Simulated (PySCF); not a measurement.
# C2H: the cost of one run

Method: relaxation, b3lyp, def2-tzvpp, and further levels as typed in the inputs, in PySCF 2.14.0.

**1. The system as given**

Bond lengths: H1–C2 1.090 Å, C2–C3 1.250 Å. Angles: H1–C2–C3 180.0°.

Structure file:

```xyz
3

H     0.0000    0.0000   -1.0900
C     0.0000    0.0000    0.0000
C     0.0000    0.0000    1.2500
```

**2. Relaxation: C2H, charge +1**

run.py

```python
from pyscf import gto, dft
from pyscf.geomopt.geometric_solver import optimize
mol = gto.M(atom="mol.xyz", basis="def2-tzvpp", charge=1, spin=2, verbose=4)
mf = dft.UKS(mol, xc="b3lyp").density_fit().run(conv_tol=1e-9)
for i in range(6):  # look for a lower solution of the same spin
    mo, _, ok, _ = mf.stability(return_status=True)
    if ok: break
    mf.kernel(mf.make_rdm1(mo, mf.mo_occ))
print(f"converged SCF energy = {mf.e_tot:.10f}, stable: {ok}")
mf = mf.newton()  # steadier than the usual iterations for open shells
m = optimize(mf, maxsteps=60)
print("optimised structure (A):")
for k in range(m.natm): print(m.atom_symbol(k), *(f"{x:.8f}" for x in m.atom_coords(unit="A")[k]))
```

On the command line:

```
$ python run.py
```

**Question.** How long does this run take on 2 threads of Intel Xeon Platinum 8488C (Sapphire Rapids), shared host?

About 24 s.
